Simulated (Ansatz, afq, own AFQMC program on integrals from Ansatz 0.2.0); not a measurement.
GeNH₃, triplet in cc-pVDZ, levels against CCSDT(Q)

```xyz
5

Ge   -0.0479    0.0000    0.3043
N     0.1950    0.0000   -1.5446
H     0.7099   -1.2595    0.8071
H     0.7099    1.2595    0.8071
H    -0.6771    0.0000   -2.0801
```

Connectivity, by distances: GeH2–NH.

Basis cc-pVDZ. Noble-gas cores (and the filled d shells of Ga–Kr and In–Xe) are frozen. AFQMC by an in-house program on the Cholesky factors that Ansatz 0.2.0 writes for its CCSD(T) run. The CISD trial takes its coefficients from CCSD amplitudes. Released means that phaseless walkers are propagated on without the constraint, phases kept. Uncertainties: one standard error, sampling alone. No spin–orbit coupling.

Determinant: UHF, the one that the program's search chose, which needn't be the lowest solution. The geometry is a point of a scan.

No full CI on the walks' own integrals is used here; CCSDT(Q) serves as the reference and is uncertain by about the last step of the cluster series.

Cautions: no relativity below Rb; no spin-orbit coupling; inner d shell frozen; lower spins were not checked; the ph-AFQMC/CISD walk drifts between its halves (2.5 errors).

```
T1 diagnostic                               : 0.0205
weight of the determinant in the CISD state : 0.884
⟨S²⟩ of the determinant                     : 2.021
size of the correlated space                : 12 electrons in 41 orbitals
```

```tsv
level	correlation energy (eV)
MP2	-5.9080
CCSD	-6.8650
CCSD(T)	-7.0383
```

Problem. Estimate where phaseless AFQMC with the Hartree–Fock trial lies against CCSD(T) on the same integrals.

Solution. 107.9 ± 60.5 meV below CCSD(T). The gap is under twice the noise, so this walk alone can't tell the two apart.

Reference: CCSDT(Q), correlation energy -7.082 eV. The released energy is read at 2.40 1/Eh (meV from the phaseless value at times in 1/Eh: 6 ± 11 at 0.24, -1 ± 11 at 0.51, -22 ± 12 at 0.99, -29 ± 16 at 1.62, -23 ± 16 at 2.40).

```csv
level,E − E(reference) (meV),share of correlation (%)
CCSD(T),44.1,99.38
CCSDT,13.6,99.81
ph-AFQMC/HF,-63.7 ± 60.5,100.90
ph-AFQMC/CISD,13.4 ± 11.1,99.81
released AFQMC,-10.1 ± 16.4,100.14
```

A walk keeps the symmetry of its determinant, which the program's search chose and which needn't be the lowest solution, so a lower state of the same spin and another symmetry isn't excluded. Released energies are given only where the last usable release times agree within the noise; a slower fall can still hide under it.
